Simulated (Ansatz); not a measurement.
Geometry optimisation, Ansatz, RKS PBE/def2-SVP.

The input (input.yaml):

```yaml
crystal:
  periodic: [false, false, false]
  atoms:
    - { symbol: B, position_ang: [0.0, 0.0, 0.0] }
    - { symbol: Cl, position_ang: [0.0, 0.0, 1.86] }
    - { symbol: H, position_ang: [1.0305, 0.0, -0.595] }
    - { symbol: H, position_ang: [-1.0305, 0.0, -0.595] }
basis:
  gaussian: { orbitals: def2-SVP }
hamiltonian:
  xc: pbe
relax:
  f_tol: 0.02
  max_steps: 40
```

Run as:

```bash
$ ansatz run input.yaml --threads 1 --pin off --max-ram 2048MiB --backend cpu --events-out ev --progress --plain --runs-dir out
```

Task: Where does it end, and by what steps?

Result: The forces met the threshold. After 4 steps the energy has fallen by 0.158 eV; Cl2 moved furthest, 0.10 Å.

```csv
step,energy less start (eV),largest force component (eV/Å),accepted
0,0.0000,2.145,yes
1,-0.1285,1.152,yes
2,-0.1574,0.075,yes
3,-0.1584,0.039,yes
4,-0.1585,0.000,yes
```

```xyz
4
Properties=species:S:1:pos:R:3
B 0.000 0.000 0.016
Cl 0.000 0.000 1.762
H 1.069 0.000 -0.554
H -1.069 0.000 -0.554
```

Whether the end is a true minimum wasn't checked by a vibrational analysis.

The run took 2.9 s on 1 thread of Arm Neoverse V2, on a shared host, peak memory 0.096 GiB.
